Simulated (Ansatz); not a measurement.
# BHS2: the cost of one run

Method: Hartree-Fock/def2-SVP; program: Ansatz 0.2.0, Gaussian basis.

### 1 The starting structure

SMILES `B1SS1`, 4 atoms, charge 0, spin multiplicity 1.

Atoms are counted from 1 here; the program's logs count them from 0.

Bond lengths: B1–S2 1.749 Å, B1–S3 1.749 Å, B1–H4 1.151 Å, S2–S3 2.140 Å. Angles: S2–B1–S3 75.4°, S2–B1–H4 142.3°, S3–B1–H4 142.3°, B1–S2–S3 52.3°, B1–S3–S2 52.3°.

Geometry (Å):

```
B     0.36003   -0.18057   -0.03600
S    -0.47573    1.07642    0.84830
S    -1.26623   -0.19450   -0.68077
H     1.38192   -0.70136   -0.13154
```

### 2 Dynamics

Input file md/in.yaml:

```yaml
crystal:
  periodic: [false, false, false]
  atoms:
    - {symbol: B, position_ang: [0.360030, -0.180570, -0.036000]}
    - {symbol: S, position_ang: [-0.475730, 1.076420, 0.848300]}
    - {symbol: S, position_ang: [-1.266230, -0.194500, -0.680770]}
    - {symbol: H, position_ang: [1.381920, -0.701360, -0.131540]}
basis:
  gaussian: {orbitals: def2-SVP}
hamiltonian: {xc: hf}
md: {n_steps: 30, timestep: 0.25, temperature: 300, ensemble: nve, seed: 270, initial_velocities: maxwell_boltzmann}
```

Started as:

```bash
ansatz run in.yaml --threads 2 --pin off --events-out ev --progress --plain --max-ram 3481MiB
```

Q: Estimate wall time and peak memory on 2 threads of Arm Neoverse V1, shared host.

About 8 s, with a peak of 0.09 GiB.
